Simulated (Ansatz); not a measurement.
# C₂ (singlet): from Hartree-Fock to the top rungs, cc-pVDZ

Aim: climb from Hartree-Fock through coupled cluster and multireference methods for C₂ (singlet) at one geometry and basis, and see what each rung misses.

The runs use Ansatz 0.2.0, Gaussian basis; cc-pVDZ, core rule «outside noble gas», up to 2 orbitals frozen.

Plan: UHF; CCSD(T) on RHF; BCCD(T) on RHF; CISD; CCSDT(Q) on RHF; CCSDT(Q) on UHF; CISDTQ; CCSDTQ on RHF; CCSDTQ on UHF; CASSCF and MRCISD+Q, 8 electrons in 8 orbitals; CASSCF and MRCISD+Q(relaxed), 8 electrons in 8 orbitals; CASSCF and NEVPT2, 8 electrons in 8 orbitals; Full CI.

5 further runs of the same task are left out: 1 for a known fault of the program, 4 set aside as unsound or not needed.

### 1 What is computed

The geometry is a PBE0/def2-TZVP stationary point (not a proven minimum).

2 atoms, charge 0, spin multiplicity 1.

Atoms are counted from 1 here; the program's logs count them from 0.

Bond lengths: C1–C2 1.246 Å.

### 2 UHF

File in.yaml:

```yaml
crystal:
  periodic: [false, false, false]
  atoms:
    - {symbol: C, position_ang: [0.000000, 0.000000, 0.000000]}
    - {symbol: C, position_ang: [0.000000, 0.000000, 1.246204]}
basis:
  gaussian: {orbitals: cc-pVDZ}
magnetization: {spin_polarized: true, initial_magnetization: 0}
hamiltonian: {xc: hf}
output: {orbitals: {seedname: orbitals}}
```

Command:

```
$ ansatz run in.yaml --threads 1 --pin off --events-out ev --progress --plain --max-ram 4096MiB --backend cpu
```

The runs that follow: CCSD(T) on RHF; BCCD(T) on RHF; CISD; CCSDT(Q) on RHF; CCSDT(Q) on UHF; CISDTQ; CCSDTQ on RHF; CCSDTQ on UHF; CASSCF and MRCISD+Q, 8 electrons in 8 orbitals; CASSCF and MRCISD+Q(relaxed), 8 electrons in 8 orbitals; CASSCF and NEVPT2, 8 electrons in 8 orbitals; Full CI.

**Question.** What will the summary of the whole plan be? Wanted: FCI below the RHF energy; RMP2 from FCI; RCCSD from FCI; RCCSD(T) from FCI; RCCSDT(Q) from FCI; NEVPT2 valence from FCI; MRCISD+Q valence from FCI; MRCISD+Q(relaxed) valence from FCI; T1 diagnostic.

The runs gave:

| quantity | value |
| --- | --- |
| FCI below the RHF energy | -8.4522 eV |
| RMP2 from FCI | +838.5 meV |
| RCCSD from FCI | +802.4 meV |
| RCCSD(T) from FCI | +51.2 meV |
| RCCSDT(Q) from FCI | -29.3 meV |
| NEVPT2 valence from FCI | +628.2 meV |
| MRCISD+Q valence from FCI | +12.3 meV |
| MRCISD+Q(relaxed) valence from FCI | -12.6 meV |
| levels within 1 kcal/mol (43 meV) | BCCD(T), RCCSDT(Q), RCCSDTQ, MRCISD+Q valence, MRCISD+Q(relaxed) valence |
| T1 diagnostic | 0.038 |
| effectively unpaired electrons | 0.92 |

RCCSD(T) lands +51.2 meV from the yardstick (0.6 % of the correlation energy). RCCSDT(Q), MRCISD+Q(relaxed) valence fall below full CI, which methods that aren't variational can do. The occupations show strong static correlation (0.9 unpaired electrons where one determinant has 0). Coupled cluster on one determinant still stays close here. Of the multireference levels listed MRCISD+Q valence comes nearest in total energy (+12.3 meV), which doesn't show that its space is the better one. Coupled cluster took another determinant than the lowest Hartree-Fock one. These misses are within one basis, not against nature.
